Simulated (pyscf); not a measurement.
Thermochemistry of product channels of H₃Si–Si•(SiH₃)–SiH₃ + F–CH₂–F on the doublet surface, in kcal/mol, from ωB97M-D3(BJ)/def2-TZVP energies (ideal gas, 1 atm, RRHO with modes under 100 cm⁻¹ raised to 100, one conformer, R ln 2 for chiral ones without a mode under 150 cm⁻¹). Optimised with ωB97X-D3(BJ)/def2-SVP in PySCF.

```
products                           ΔE  ΔH(298 K)  ΔG(298 K)  ΔG(600 K)
------------------------------  -----  ---------  ---------  ---------
H₃Si–SiH(SiH₃)–SiH₃ + F–CH•–F   +19.3      +16.0      +15.5      +14.7
F–Si(SiH₃)(SiH₃)–SiH₃ + •H₂C–F    ___      -18.1      -18.7      -19.8
```

Problem. What belongs in the gaps?

Solution. 
- F–Si(SiH₃)(SiH₃)–SiH₃ + •H₂C–F, ΔE: -15.3

These are energies of the channels, which say nothing of barriers.
